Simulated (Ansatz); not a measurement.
# C₄H₈O: one species, many methods

An exercise on one series of results from a longer session: the logs are not shown, and one member is left open.

Method: functionals in def2-TZVPP, the program's frozen cores in correlated methods; program: Ansatz 0.2.0, Gaussian basis.

Plan: PBE-D4, r2SCAN-D4, PBE0-D4, B3LYP-D4, ωB97X-V, ωB97M-V, B2PLYP; CCSD(T)/def2-TZVPP; MP2/def2-QZVPP; extrapolation to the limit.

## The relaxed structure

All runs share one geometry, relaxed beforehand with PBE0-D4 in a triple-zeta def2 set.

SMILES `C=CCCO`, 13 atoms, charge 0, spin multiplicity 1.

Atoms are counted from 1 here; the program's logs count them from 0.

Bond lengths: C1–C2 1.326 Å, C1–H6 1.086 Å, C1–H7 1.084 Å, C2–C3 1.492 Å, C2–H8 1.089 Å, C3–C4 1.526 Å, C3–H9 1.095 Å, C3–H10 1.096 Å, C4–O5 1.411 Å, C4–H11 1.093 Å, C4–H12 1.098 Å, O5–H13 0.960 Å. Angles: C2–C1–H6 121.4°, C2–C1–H7 121.7°, H6–C1–H7 116.9°, C1–C2–C3 125.1°, C1–C2–H8 118.6°, C3–C2–H8 116.3°, C2–C3–C4 113.0°, C2–C3–H9 109.9°, C2–C3–H10 109.7°, C4–C3–H9 108.5°, C4–C3–H10 108.0°, H9–C3–H10 107.6°, C3–C4–O5 113.2°, C3–C4–H11 109.4°, C3–C4–H12 109.5°, O5–C4–H11 105.9°, O5–C4–H12 111.0°, H11–C4–H12 107.6° and more.

The first run:

Input file in.yaml:

```yaml
crystal:
  periodic: [false, false, false]
  atoms:
    - {symbol: C, position_ang: [-0.455592, 1.863745, -0.829040]}
    - {symbol: C, position_ang: [0.320275, 0.830822, -0.529965]}
    - {symbol: C, position_ang: [-0.105630, -0.598888, -0.560237]}
    - {symbol: C, position_ang: [-0.158355, -1.233450, 0.826324]}
    - {symbol: O, position_ang: [1.091140, -1.242414, 1.482555]}
    - {symbol: H, position_ang: [-1.485163, 1.725276, -1.145626]}
    - {symbol: H, position_ang: [-0.091072, 2.883191, -0.777184]}
    - {symbol: H, position_ang: [1.351049, 1.020755, -0.234599]}
    - {symbol: H, position_ang: [-1.096289, -0.682582, -1.018949]}
    - {symbol: H, position_ang: [0.593589, -1.179272, -1.172669]}
    - {symbol: H, position_ang: [-0.457159, -2.280401, 0.735753]}
    - {symbol: H, position_ang: [-0.917608, -0.723192, 1.433875]}
    - {symbol: H, position_ang: [1.296116, -0.344889, 1.755063]}
basis:
  gaussian: {orbitals: def2-TZVPP}
hamiltonian: {xc: pbe, dispersion: d4}
output: {forces: true, orbitals: {seedname: orbitals}}
```

Command:

```
> ansatz run in.yaml --threads 4 --pin off --events-out ev --progress --plain --max-ram 10444MiB
```

Among the steps run: PBE-D4 (GGA); r2SCAN-D4 (meta-GGA); PBE0-D4 (hybrid); B3LYP-D4 (hybrid); ωB97X-V (range-separated); ωB97M-V (range-separated); B2PLYP (double hybrid); CCSD(T) in def2-TZVPP; MP2 in def2-QZVPP.

One table of the session follows, with a row left open; its other results are not shown here.

It belongs to the step «Atomisation energies». 

```
            method  atoms, summed (eV)  atomisation energy (kJ/mol)
            PBE-D4           -6263.802                       5359.6
         r2SCAN-D4           -6269.223                       5246.7
           PBE0-D4           -6265.378                       5268.3
          B3LYP-D4           -6273.624                       5240.6
           ωB97X-V           -6271.102                       5236.5
           ωB97M-V           -6269.928                       5250.2
            B2PLYP           -6268.114                       5191.0
     HF/def2-TZVPP           -6247.299                       3860.6
    MP2/def2-TZVPP           -6258.350                       5192.7
   CCSD/def2-TZVPP           -6261.024                       5045.2
CCSD(T)/def2-TZVPP           -6261.322                       5118.1
           MP2/CBS                   ?                            ?
       CCSD(T)/CBS           -6263.356                       5238.7
```

**Question.** Estimate the row for MP2/CBS.

**Answer.** atoms, summed (eV): -6260.384; atomisation energy (kJ/mol): 5313.2. In the column «atoms, summed (eV)» it lies between CCSD/def2-TZVPP (-6261.024) and MP2/def2-TZVPP (-6258.350).
